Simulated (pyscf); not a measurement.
PySCF, gas phase, ωB97X-D3(BJ)/def2-SVP geometries. Correlated levels are frozen-core, on RHF or UHF. ΔMP2 is the change of the MP2 total energy from the triple- to the quadruple-zeta basis.

Question: For F–Sn:–F [singlet] + HCl → F–SnH(F)–Cl, an insertion (singlet surface; Cl–H broken, Cl–Sn, H–Sn formed), PBE/def2-TZVP gives ΔE‡ = 32.0 kcal/mol and ΔE = -1.9 kcal/mol (zero: the separated reactants). In which direction and how far do PBE0-D3(BJ)/def2-TZVP, M06-2X/def2-TZVP, CCSD(T)/def2-TZVPP + ΔMP2(QZVPP) move these?

Answer: PBE0-D3(BJ): ΔE‡ = 35.1 kcal/mol, ΔE = -7.1 kcal/mol; M06-2X: ΔE‡ = 37.0 kcal/mol, ΔE = -11.1 kcal/mol; CCSD(T): ΔE‡ = 39.8 kcal/mol, ΔE = -6.4 kcal/mol. PBE's barrier lies under all of them, by 3.1 to 7.7 kcal/mol. Its reaction energy lies over all of them, by 4.5 to 9.2 kcal/mol. Low barriers are usual for a GGA, whose delocalisation error favours stretched bonds. On the reactant side the descent ends in a complex (not fully relaxed), 5.7 kcal/mol under the separated species and 43.8 kcal/mol under the saddle at ωB97X-D3(BJ)/def2-TZVP. One saddle was located; it need not be the lowest between these sides. The CCSD(T) − MP2 part came from Ansatz, without density fitting, on the same reference. The frozen core leaves the outer d or s,p core shells of the metals and heavy elements correlated in the MP2 and CC values, and def2-TZVPP describes them poorly, which can shift differences by a few kcal/mol. Elements past Kr carry the def2 core potentials, without spin-orbit coupling.
